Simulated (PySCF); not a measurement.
Potential energy curve for F₂, singlet.

Method: CCSD(T) on UHF/cc-pVTZ, 2 core orbitals frozen (PySCF 2.14.0).

Q: Relative to R = 1.40 Å, what are the energies at R = 1.04, 1.71, 2.73, 3.40 Å?

A: 5.456 eV at 1.04 Å, 0.867 eV at 1.71 Å, 1.461 eV at 2.73 Å, 1.463 eV at 3.40 Å.

The unrestricted determinant behind UCCSD(T) is spin-contaminated at 1.38 to 5.57 Å (<S²> up to 1.0, against 0.00 for a pure singlet).
